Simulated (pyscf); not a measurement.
Thermochemistry of product channels of silane (SiH₄) + oxygen (O=O) [triplet] on the triplet surface, in kcal/mol, from CCSD(T)/def2-TZVPP + ΔMP2(QZVPP) energies (ideal gas, 1 atm, RRHO with modes under 100 cm⁻¹ raised to 100, one conformer, R ln 2 for rigid chiral ones). Optimised with ωB97X-D3(BJ)/def2-SVP in PySCF. MP2 and CC: frozen core, UHF for open shells. ΔMP2 is the change of the MP2 total energy from the triple- to the quadruple-zeta basis.

```tsv
products	ΔE	ΔH(298 K)	ΔG(600 K)	ΔG(1200 K)
•O–SiH₃ + hydroxyl (OH•)	+0.5	+0.3	-3.3	-7.8
silanol (HO–SiH₃) + O atom (O) [triplet]	-19.5	-17.5	-17.8	-19.2
```

These are energies of the channels, which say nothing of barriers. •O–SiH₃ lies 24.9 kcal/mol over its isomer HO–SiH₂•, and others may lie lower still (electronic energy, ωB97M-D3(BJ)). The CCSD(T) − MP2 part came from Ansatz, without density fitting, on the same reference. Left out: orbital degeneracy and the spin-orbit lowering of OH, O. The orbital near-degeneracy of the XH₃O or XH₃S radical is left out.
